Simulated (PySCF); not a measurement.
## OH⁺: energy against distance

Set-up: PySCF, no relativity, basis sets H aug-pcseg-1, O aug-pcseg-1. Energies in eV from H⁺ + O in their ground configurations at the same level. State: ³Σ⁻ (triplet), unpaired electrons π ↑↑.

All columns are revPBE. A positive dipole points towards O; it is taken about the centre of mass and depends on that origin.

```csv
R (Å),E (eV),μ (D),Mulliken charge on H (basis-dependent),HOMO (eV),LUMO (eV),Mayer bond order,⟨S²⟩
0.893,-4.594,-1.88,0.37,-24.36,-19.38,0.87,2.00
0.935,-4.878,-1.97,0.42,-24.16,-19.23,0.82,2.00
0.977,-5.049,-2.05,0.47,-23.91,-19.07,0.78,2.00
1.008,-5.119,-2.12,0.50,-23.72,-18.96,0.74,2.00
1.039,-5.149,-2.19,0.53,-23.53,-18.84,0.71,2.00
1.070,-5.148,-2.26,0.56,-23.34,-18.73,0.68,2.00
1.112,-5.109,-2.36,0.59,-23.09,-18.59,0.64,2.01
1.164,-5.012,-2.49,0.62,-22.77,-18.40,0.60,2.01
1.226,-4.850,-2.65,0.65,-22.39,-18.19,0.57,2.01
1.309,-4.587,-2.88,0.67,-21.90,-17.91,0.53,2.01
```

A fit through these points gives, at Re = 1.053 Å, μ = -2.22 D and dμ/dR = -2.29 D/Å; the reduced mass is 0.9481 u.

How strong is the fundamental in the double-harmonic approximation, I = 42.26·(dμ/dR)²/μred km/mol?

I = 42.26·(-2.29)²/0.9481 = 234 km/mol at revPBE.

For an ion De counts to the pair picked by the measured ionisation energies or electron affinities, which need not be the lowest pair at this level. The state was picked by a PBE0 search and need not be the measured ground state.
